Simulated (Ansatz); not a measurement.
A made-up structure of AlSiH$_{2}$O, doublet:

```xyz
5
angstrom
O -0.1833 -1.5952 0.8717
Si -0.5128 -0.3609 -0.0626
Al 0.5162 1.0305 0.4373
H -1.5454 0.0937 -0.9789
H 1.7252 0.8320 -0.2674
```

It is relaxed with PBE-D4/def2-SVP and then PBE0-D4/def2-TZVP (Ansatz 0.2.0). Atoms count as bonded within 1.22 times the sum of their covalent radii (H–H: 0.88 Å). The end point is not checked to be a true minimum.

Does its bonding change? (Judge from chemistry; the calculation decides.)

By the calculation: No: no bond forms or breaks.

Where it ends: The first stage lowers the energy by 4.48 eV in 11 steps. It ends as AlSiH₂O ([O][SiH][AlH]):
| atom | x (Å) | y (Å) | z (Å) |
| --- | --- | --- | --- |
| O1 | -0.5959 | -1.7829 | 0.7542 |
| Si2 | -0.7322 | -0.5107 | -0.0838 |
| Al3 | 0.8989 | 1.2423 | 0.4499 |
| H4 | -1.9368 | -0.2533 | -0.9453 |
| H5 | 2.3660 | 1.3046 | -0.1750 |

Labels in which every atom is bracketed show which atoms are joined, not bond orders.

For scale, one of the runs: PBE0-D4/def2-TZVP relaxation, 117 basis functions, launched by `ansatz run in.yaml --threads 2 --pin off --events-out ev --progress --plain --max-ram 4352MiB`. Hardware: 2 CPU threads of an Arm Neoverse V2, shared host. Wall time about 33 s.
